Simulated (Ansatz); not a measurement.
# NH3+ (doublet): B2PLYP, RPA-PBE over a scan of the scale of all distances, 6-31G

How well do these functionals follow the top wave-function level for NH3+ (doublet) over a scan of the scale of all distances?

The runs use Ansatz 0.2.0, Gaussian basis; 6-31G, all electrons in the functionals, frozen cores in the correlation of double hybrids and RPA.

The runs, in order: B2PLYP, RPA-PBE, at 0.884; 1.000; 1.102; 1.296; 1.513; 1.724; 1.981; 2.385.

12 further runs of the same task are left out: 8 that didn't finish, 4 set aside as unsound or not needed.

## (1) What is computed

The geometry derives from a PBE0/def2-TZVP stationary point (not a proven minimum). All distances are scaled together.

4 atoms, charge 1, spin multiplicity 2.

Atoms are counted from 1 here; the program's logs count them from 0.

Bond lengths: N1–H2 1.024 Å, N1–H3 1.024 Å, N1–H4 1.024 Å. Angles: H2–N1–H3 120.0°, H2–N1–H4 120.0°, H3–N1–H4 120.0°.

Coordinates:

```xyz
4

N     0.00000    0.00000    0.00000
H     1.02402    0.01375   -0.00007
H    -0.52392    0.87995   -0.00276
H    -0.50010   -0.89370    0.00283
```

No dispersion term is added.

The geometry shown and the zero of energy belong to the point 1.000. The yardstick, FCI, and other wave-function levels (R restricted, U unrestricted, valence and pair active spaces) come from earlier runs.

## (2) B2PLYP, 0.884

Input file in.yaml:

```yaml
crystal:
  periodic: [false, false, false]
  atoms:
    - {symbol: N, position_ang: [0.000000, 0.000000, 0.000000]}
    - {symbol: H, position_ang: [0.905234, 0.012160, -0.000062]}
    - {symbol: H, position_ang: [-0.463148, 0.777872, -0.002442]}
    - {symbol: H, position_ang: [-0.442087, -0.790032, 0.002503]}
basis:
  gaussian: {orbitals: 6-31G}
total_charge: 1
magnetization: {spin_polarized: true, initial_magnetization: 1}
hamiltonian: {xc: {name: B2PLYP}}
correlation: {electrons: outside_noble_gas}
```

Started as:

```console
ansatz run in.yaml --threads 1 --pin off --events-out ev --progress --plain --max-ram 2393MiB
```

After this run come: B2PLYP, 1.000; B2PLYP, 1.102; B2PLYP, 1.296; B2PLYP, 1.513; B2PLYP, 1.724; B2PLYP, 1.981; B2PLYP, 2.385; RPA-PBE, 0.884; RPA-PBE, 1.000; RPA-PBE, 1.102; RPA-PBE, 1.296; RPA-PBE, 1.513; RPA-PBE, 1.724; RPA-PBE, 1.981; RPA-PBE, 2.385.

**Question.** What will the summary of the whole plan be? Wanted: span of the FCI curve; largest miss, B2PLYP; largest miss, RPA-PBE.

As calculated:

```
             quantity                   value
span of the FCI curve          306.8 kcal/mol
 largest miss, B2PLYP  +18.7 kcal/mol (1.981)
largest miss, RPA-PBE  -49.2 kcal/mol (2.385)
```

In words: Of the functionals, B2PLYP keep the smallest largest miss at the points compared (at most 18.7 kcal/mol) and RPA-PBE strays most (49.2 kcal/mol, at 2.385). B2PLYP, RPA-PBE clearly break the spin symmetry at some points (⟨S²⟩ up to 1.77 above the pure value), so energy there is bought with a mixed spin. Functionals and the yardstick converge differently with the basis, so part of each miss in 6-31G is the basis.
